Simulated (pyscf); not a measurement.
Structures and frequencies: ωB97X-D3(BJ)/def2-SVP in PySCF.

Task: Estimate by transition-state theory the rate constant of HCl + HS–Nb(Cl)(Cl)(Cl)–Cl → Cl–Nb(Cl)(Cl)(Cl)–Cl + H₂S (singlet surface; Cl–H, Nb–S broken, Cl–Nb, H–S formed) at 298 K, with ωB97M-D3(BJ)/def2-TZVP energies (ideal gas, 1 atm, RRHO with modes under 100 cm⁻¹ raised to 100, one conformer, R ln 2 for chiral ones without a mode under 150 cm⁻¹; no tunnelling).

Result: The electronic barrier is 4.6 kcal/mol and the thermal terms add +9.5, so ΔG‡ = 14.1 kcal/mol. With k_BT/h = 6.21e+12 s⁻¹ and RT = 0.592 kcal/mol, and a volume of 4.06e-20 cm³ per molecule at 1 atm, k = 1.2e-17 cm³ molecule⁻¹ s⁻¹. Wigner's tunnelling factor for 701i cm⁻¹ would be 1.48, likely too low at so high a frequency. A shift of 1 kcal/mol in the barrier changes k by a factor 5.4. On the reactant side the descent ends in an adduct with a Cl–Nb contact, 3.8 kcal/mol under the separated species and 4.2 kcal/mol under the saddle at ωB97X-D3(BJ)/def2-TZVP. On the product side the descent ends in an adduct with a Nb–S contact, 16.5 kcal/mol under the separated species and 19.8 kcal/mol under the saddle at ωB97X-D3(BJ)/def2-TZVP. What is counted as formed (Cl–Nb) is already present as a longer contact in the reactant adduct; forming that adduct is a step of its own. What is counted as broken (Nb–S) persists as a longer contact in the product adduct; parting that adduct is a step of its own. At ωB97X-D3(BJ)/def2-TZVP the barrier from the zero used here is 0.4 kcal/mol. This is the saddle that the search found; another between the same sides may lie lower. Elements past Kr carry the def2 core potentials, without spin-orbit coupling.
